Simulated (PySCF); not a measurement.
C2H2ClF3.
Bonds: F1–C2, C2–C3, C3–F4, C3–F5, C3–Cl6. Hydrogens: H7, H8 on C2.

The same species was optimised twice, with GFN2-xTB and with PBE0-D3(BJ)/def2-SVP (PySCF), and the same property calculations (PySCF, gas phase) were run on both structures.

```
     coordinate  GFN2-xTB  PBE0-D3(BJ)/def2-SVP  change
      C2–C3 (Å)     1.528                 1.517  -0.011
     C3–Cl6 (Å)     1.790                 1.782  -0.008
      C3–F4 (Å)     1.339                 1.332  -0.007
      C3–F5 (Å)     1.339                 1.332  -0.007
      F1–C2 (Å)     1.361                 1.359  -0.002
   F4–C3–F5 (°)     106.6                 107.8    +1.2
   C2–C3–F5 (°)     112.0                 111.1    -0.9
   C2–C3–F4 (°)     112.0                 111.1    -0.9
   F1–C2–C3 (°)     110.0                 109.5    -0.5
  F5–C3–Cl6 (°)     108.6                 109.1    +0.5
  F4–C3–Cl6 (°)     108.6                 109.0    +0.4
  C2–C3–Cl6 (°)     109.0                 108.7    -0.3
F1–C2–C3–F4 (°)       -60                   -60       0
```

Rotational constants: A = 4571, B = 1988, C = 1845 MHz (GFN2-xTB) against A = 4634, B = 2009, C = 1876 MHz (PBE0-D3(BJ)/def2-SVP). Point groups within 0.08 Å: Cs and Cs. Atoms that the bonding makes alike are paired by their places after alignment.

On the GFN2-xTB structure: HOMO (eV) -9.81 [PBE0/pcSseg-1]; LUMO (eV) 0.07 [PBE0/pcSseg-1]; dipole (D) 1.99 [PBE0/pcSseg-1]; GIAO shielding of F1 (ppm) 417.7 [PBE0/pcSseg-1]; GIAO shielding of C2 (ppm) 99.5 [PBE0/pcSseg-1]; GIAO shielding of C3 (ppm) 48.8 [PBE0/pcSseg-1]; GIAO shielding of F4/F5 (mean) (ppm) 249.2 [PBE0/pcSseg-1]; GIAO shielding of Cl6 (ppm) 625.9 [PBE0/pcSseg-1].

What do these properties become on the PBE0-D3(BJ)/def2-SVP structure?

| property | level | on GFN2-xTB | on PBE0-D3(BJ)/def2-SVP | change |
| --- | --- | --- | --- | --- |
| HOMO (eV) | PBE0/pcSseg-1 | -9.81 | -9.81 | 0.00 |
| LUMO (eV) | PBE0/pcSseg-1 | 0.07 | 0.19 | +0.12 |
| dipole (D) | PBE0/pcSseg-1 | 1.99 | 1.93 | -0.06 |
| energy, GFN2-xTB geometry as zero (kcal/mol) | PBE0/pcSseg-1 | 0.0 | -0.3 | -0.3 |
| GIAO shielding of F1 (ppm) | PBE0/pcSseg-1 | 417.7 | 417.3 | -0.4 |
| GIAO shielding of C2 (ppm) | PBE0/pcSseg-1 | 99.5 | 99.7 | +0.2 |
| GIAO shielding of C3 (ppm) | PBE0/pcSseg-1 | 48.8 | 51.3 | +2.5 |
| GIAO shielding of F4/F5 (mean) (ppm) | PBE0/pcSseg-1 | 249.2 | 255.4 | +6.2 |
| GIAO shielding of Cl6 (ppm) | PBE0/pcSseg-1 | 625.9 | 639.3 | +13.4 |

The heavy atoms differ by 0.017 Å rms after alignment. Among bonds between heavy atoms C2–C3 changes most (-0.011 Å). Changes are differences of the printed values. Neither structure is proved a minimum here.

The values belong to the conformer `[F:1][CH2:2][C:3]([F:4])([F:5])[Cl:6]`: F1–C2–C3–F4 -60°.
